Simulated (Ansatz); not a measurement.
Geometry optimisation, RKS B3LYP/def2-SVP (Ansatz).

Input file:

```yaml
crystal:
  periodic: [false, false, false]
  atoms:
    - { symbol: B, position_ang: [0.0, 0.0, 0.0] }
    - { symbol: O, position_ang: [0.0, 0.0, 1.76] }
    - { symbol: H, position_ang: [-0.9095, -0.2814, 2.0971] }
    - { symbol: H, position_ang: [1.0305, 0.0, -0.595] }
    - { symbol: F, position_ang: [-1.1431, 0.0, -0.66] }
    - { symbol: H, position_ang: [0.0668, 1.4124, 0.4698] }
    - { symbol: H, position_ang: [0.0544, 1.1498, 1.3187] }
basis:
  gaussian: { orbitals: def2-SVP }
hamiltonian:
  xc: b3lyp
relax:
  f_tol: 0.15
  max_steps: 25
  restrain:
    - { distance: [0, 5], at: 1.19, k: 30.0 }
    - { distance: [6, 1], at: 1.01, k: 30.0 }
    - { distance: [0, 1], at: 2.61, k: 30.0 }
    - { distance: [6, 5], at: 1.86, k: 30.0 }
output:
  orbitals: {}
```

Launched with:

```bash
$ ansatz run input.yaml --threads 1 --pin off --max-ram 2048MiB --backend cpu --events-out ev --progress --plain --runs-dir out
```

**Question.** Where does it end, and by what steps?

**Answer.** It converged. The restraints hold the end off the free minimum. After 9 steps the energy has fallen by 1.906 eV (the restraints' own energy left out); B1 moved furthest, 0.59 Å.

```
step  energy less start (eV)  largest force component (eV/Å)  accepted
   0                  0.0000                           3.547       yes
   1                 -0.4511                           4.673       yes
   2                 -1.3217                           3.587       yes
   3                 -1.7723                           0.881       yes
   4                 -1.8182                           0.760       yes
   5                 -1.8768                           0.763       yes
   6                 -1.8967                           0.841       yes
   7                 -1.9037                           0.751       yes
   8                 -1.9046                           0.801       yes
   9                 -1.9061                           0.768       yes
```

```xyz
7
Properties=species:S:1:pos:R:3
B 0.063 0.406 -0.420
O 0.000 -0.002 2.148
H -0.933 -0.253 2.224
H 1.058 -0.181 -0.756
F -1.116 -0.125 -0.708
H 0.067 1.504 0.064
H -0.040 0.933 1.839
```

The run took 18 s on 1 thread of Arm Neoverse V1 (shared host), peak memory 0.13 GiB.
